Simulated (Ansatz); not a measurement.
# CaOs: from a trial structure to a relaxed crystal

These are results of DFT PBE, scalar-relativistic, plane waves, PAW in Ansatz 0.2.0, not measurements. Cutoff 420 eV, Γ-centred k mesh, Gaussian smearing, no spin polarisation in the final step.

The start puts CaOs on the CuAu (L1_0) structure type (P4/mmm, No. 123), with Ca in place of Cu, Os in place of Au, at a guessed volume.

```
Ca Os
1.0
     3.21271    0.00000    0.00000
     0.00000    3.21271    0.00000
     0.00000    0.00000    4.21094
Ca Os
1 1
Direct
  0.50000 0.50000 0.50000
  0.00000 0.00000 0.00000
```

Cell and atoms relax at zero pressure; the relaxation can't lower the symmetry of the start. After a coarse first stage the cell is made exact in the group found at 0.06 Å.

The zero of energy is the elements' standard structures at the same level; no fitted shifts are applied.

What does it relax into?

It keeps P4/mmm (No. 123). The result has the CuAu (L1_0) structure. Conventional cell: a = 2.854 Å, c = 4.673 Å. Ca has 4 Ca at 2.85 Å and 8 Os at 3.09 Å; around Os lie 4 Os at 2.85 Å and 8 Ca at 3.09 Å.

```
Ca Os
1.0
     2.85357    0.00000    0.00000
     0.00000    2.85357    0.00000
     0.00000    0.00000    4.67344
Ca Os
1 1
Direct
  0.50000 0.50000 0.50000
  0.00000 0.00000 0.00000
```

What are its volume, energy, density and gap?

The volume per atom is 19.03 Å³, the density is 10.05 g/cm³ and the energy over the elements is 0.77 eV/atom. The gap on the 20×20×12 mesh is 0 eV (a metal).

The final run used a 20×20×12 mesh on its 2-atom cell and 0.10 eV smearing. For metals, differences of a few meV/atom aren't resolved. Spin–orbit coupling is left out. A structure relaxed within its symmetry needn't be a true minimum.

Cost: 3 runs of about 1.6 core-minutes in all, on Arm Neoverse V1 (shared hosts).